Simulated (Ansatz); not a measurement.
Reactions of C3H5NO (`CC1(O)C=N1`).

Program: Ansatz. Geometries: PBE0-D4/def2-TZVP. ΔE: electronic, gas phase. CCSD(T)/CBS is the MP2 limit (def2-TZVPP, def2-QZVPP) plus CCSD(T) − MP2 in def2-TZVPP, frozen cores. This one scheme is used for every species. Each species was taken in one conformer, which may not be the lowest.

Q: Order these by ΔE at CCSD(T)/CBS, lowest first. (Best estimate.)
A. `CC1(O)C=N1` → `C=C(O)C=N`
B. `CC1(O)C=N1` → `CC(N)=C=O`
C. `CC1(O)C=N1` + CH₄ → `CC1(C)C=N1` + H₂O
D. `CC1(O)C=N1` + H₂O → `OC1(O)C=N1` + CH₄

A: A (-1.17 eV), B (-0.72 eV), C (-0.19 eV), D (+0.22 eV).

Largest T1 diagnostic: 0.015, for `CC(N)=C=O`.
